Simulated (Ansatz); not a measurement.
Debugging a rigid scan of one bond length of C2H4O (charge -1), SMILES C[CH][O-] (the Ansatz DFT code, driven from Python).

`scan_c2h4o.py`
```python
# -*- coding: utf-8 -*-
"""Potential curve of C2H4O(-) along one bond."""

import ansatz as az
from ase import Atoms
import numpy as np

atoms = Atoms(["C", "C", "O", "H", "H", "H", "H"], positions=[
    (-0.6326, -0.0095, -0.0525),
    (0.8024, 0.3371, 0.305),
    (1.4712, -0.8033, 0.7509),
    (-1.1586, 0.9047, -0.3982),
    (-1.1567, -0.4096, 0.8406),
    (-0.652, -0.7689, -0.8629),
    (1.3263, 0.7495, -0.5829),
])
molecule = az.Crystal.molecule_from_ase(atoms)

symbols = [site.symbol for site in molecule.cartesian_sites]
start = np.array([site.position_ang for site in molecule.cartesian_sites])
axis = (start[4] - start[0]) / np.linalg.norm(start[4] - start[0])
moving = [4]
lengths, energies = [0.977, 1.021, 1.066, 1.11, 1.155, 1.199, 1.243, 1.31], []
for length in lengths:
    xyz = start.copy()
    xyz[moving] += (length - np.linalg.norm(start[4] - start[0])) * axis
    point = az.Crystal.molecule()
    for symbol, place in zip(symbols, xyz):
        point = point.atom(symbol, place.tolist())
    calc = (
        point
        .basis(gaussian="def2-SVP")
        .functional("r2scan")
        .charge(-1)
        .spin("collinear", total=1)
    )
    summary = calc.run(threads=1, backend="cpu").report
    energies.append(summary["free_energy_ev"])
    print(f"r = {length:6.3f} A  E = {energies[-1]:.5f} eV  <S^2> = {abs(summary['mean_field']['state']['spin_squared']):.3f}")

# quartic fit about the minimum
fit = np.polynomial.Polynomial.fit(lengths, np.array(energies) - min(energies), 4).convert()
roots = [r.real for r in fit.deriv().roots() if abs(r.imag) < 1e-9 and fit.deriv(2)(r.real) > 0]
r_e = min(roots, key=lambda r: abs(r - lengths[int(np.argmin(energies))]))
print(f"minimum of the fit at {r_e:.4f} A, force constant {fit.deriv(2)(r_e):.2f} eV/A^2")
```

```console
$ python scan_c2h4o.py
Traceback (most recent call last):
  File "scan_c2h4o.py", line 32, in <module>
    .basis(gaussian="def2-SVP")
     ^^^^^
AttributeError: 'Crystal' object has no attribute 'basis'
```

Why does it end like this?

The fault: settings are called on the crystal, without .calculation(). The correction:

```diff
--- before
+++ after
@@ -30,3 +30,3 @@
     calc = (
-        point
+        point.calculation()
         .basis(gaussian="def2-SVP")
```

The mended script runs so:

`python scan_c2h4o.py` gives:
```text
r =  0.977 A  E = -4178.01807 eV  <S^2> = 0.754
r =  1.021 A  E = -4178.22594 eV  <S^2> = 0.754
r =  1.066 A  E = -4178.33446 eV  <S^2> = 0.754
r =  1.110 A  E = -4178.36164 eV  <S^2> = 0.754
r =  1.155 A  E = -4178.32744 eV  <S^2> = 0.754
r =  1.199 A  E = -4178.24790 eV  <S^2> = 0.754
r =  1.243 A  E = -4178.13424 eV  <S^2> = 0.754
r =  1.310 A  E = -4177.91560 eV  <S^2> = 0.754
minimum of the fit at 1.1058 A, force constant 31.85 eV/A^2
```

Reading the output:
- Total energies depend on the basis set; only differences at equal settings carry meaning.
- The rest of the molecule is held rigid at a force-field or estimated start geometry, and the basis set is modest; single-reference methods fail as a bond breaks.
- The species is open-shell (spin multiplicity 2).
- For an odd-electron ion, approximate functionals spread the charge over both fragments and lower the stretched end too much.
- Anions want diffuse functions, which this basis lacks.
- Finished in 12 s on 1 thread of Intel(R) Xeon(R) 6975P-C (Granite Rapids) (shared host), peak memory 0.21 GiB.
